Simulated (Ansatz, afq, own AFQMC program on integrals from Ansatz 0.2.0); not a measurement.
**SiH$_{2}$Br, doublet in cc-pVTZ, levels against CCSDT(Q)**

```xyz
4

Br   -2.0826    0.3699    0.0000
H    -0.5626    0.3699    0.0000
Si    1.1244    0.3699    0.0000
H     1.5208   -1.1096    0.0000
```

Connectivity, by distances: Br ··· SiH, 1 bridging H.

Basis cc-pVTZ. Noble-gas cores (and the filled d shells of Ga–Kr and In–Xe) are frozen. AFQMC by an in-house program on the Cholesky factors that Ansatz 0.2.0 writes for its CCSD(T) run. ph-AFQMC/CISD is guided by a CISD state made of CCSD amplitudes; releasing the constraint for a short imaginary time cuts its bias at the price of noise, slowly where states lie close. Uncertainties: one standard error, sampling alone. No spin–orbit coupling.

Determinant: UHF, the one that the program's search chose, which needn't be the lowest solution. The geometry is a point of a scan.

No full CI on the walks' own integrals is used here; CCSDT(Q) serves as the reference and is uncertain by about the last step of the cluster series.

Cautions: no relativity below Rb; no spin-orbit coupling; inner d shell frozen; an unrestricted solution with more broken spin lies lower (26 meV, ⟨S²⟩ 0.99); the released energies are still falling, so no released level is given (meV from the phaseless value at times in 1/Eh: -2 ± 7 at 0.24, -6 ± 6 at 0.51, -14 ± 6 at 0.99, -31 ± 8 at 1.62, -18 ± 12 at 2.40).

* T1 diagnostic: 0.0178
* weight of the determinant in the CISD state: 0.843
* ⟨S²⟩ of the determinant: 0.797
* size of the correlated space: 13 electrons in 86 orbitals

Reference: CCSDT(Q), correlation energy -8.794 eV.

| level | E − E(reference) (kcal/mol) | share of correlation (%) |
| --- | --- | --- |
| HF | 202.79 | 0.00 |
| MP2 | 33.79 | 83.34 |
| CCSD | 8.76 | 95.68 |
| CCSD(T) | 1.24 | 99.39 |
| CCSDT | 0.36 | 99.82 |
| ph-AFQMC/HF | 0.55 ± 0.60 | 99.73 |
| ph-AFQMC/CISD | 0.30 ± 0.13 | 99.85 |

A walk keeps the symmetry of its determinant, which the program's search chose and which needn't be the lowest solution, so a lower state of the same spin and another symmetry isn't excluded.
